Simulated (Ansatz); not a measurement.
We consider hcp Hf, described by PBEsol (plane waves, PAW; Ansatz, a program for electronic structure).

Run with plane-wave cutoff 520 eV, 18×18×12 k mesh (along the axes of the cell as run), Fermi–Dirac smearing 0.05 eV, scalar-relativistic PAW data made under PBE.

Cell (relaxed at this level):

```yaml
crystal:
  lattice:
    - [1.57933, -2.73548, 0.00000]
    - [1.57933, 2.73548, 0.00000]
    - [0.00000, 0.00000, 5.00087]
  atoms:
    - { symbol: Hf, position: [0.33333, 0.66667, 0.25000] }
    - { symbol: Hf, position: [0.66667, 0.33333, 0.75000] }
```

Give the computed bulk modulus B0 and pressure derivative B′ of the bulk modulus.


- bulk modulus B0 = 113 GPa
- pressure derivative B′ of the bulk modulus = 3.4

The run finds no gap.

Measured, for comparison: bulk modulus 110 GPa (zero-point energy and finite temperature contributions removed; as tabulated in doi:10.1021/acs.jctc.3c00612). Computed (rounded) less measured: bulk modulus +3 %.

Note: the bulk modulus comes from volumes at which shape and atoms were relaxed.

Spin–orbit coupling is not included.

Static lattice: no zero-point or thermal effects.
